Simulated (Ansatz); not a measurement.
TO(Γ) frequency of rock-salt HfN at several levels of theory

No measured value is used here.

```json
[
 {"level (code)": "LDA (Ansatz)", "value (cm⁻¹)": "___", "cell (Å³/atom)": "11.15"},
 {"level (code)": "PBE (Ansatz)", "value (cm⁻¹)": "479", "cell (Å³/atom)": "11.76"},
 {"level (code)": "revPBE (Ansatz)", "value (cm⁻¹)": "___", "cell (Å³/atom)": "11.91"},
 {"level (code)": "PBE-D3(BJ) (Ansatz)", "value (cm⁻¹)": "498", "cell (Å³/atom)": "11.52"},
 {"level (code)": "r²SCAN (Ansatz)", "value (cm⁻¹)": "492", "cell (Å³/atom)": "11.58"},
 {"level (code)": "r²SCAN+rVV10 (Ansatz)", "value (cm⁻¹)": "501", "cell (Å³/atom)": "11.50"}
]
```

Problem. Complete the blanks.

Solution. 
- LDA (Ansatz, a first-principles code), value (cm⁻¹): 515
- revPBE (Ansatz), value (cm⁻¹): 469

Density-functional levels without +SOC have no spin–orbit coupling. PBE-D3(BJ): the dispersion coefficients are held fixed in the derivatives. Each level is taken at its own relaxed cell. Cutoffs differ between the levels. Ansatz's density-functional and Hartree–Fock values are scalar-relativistic unless marked +SOC, with PAW data made under PBE.
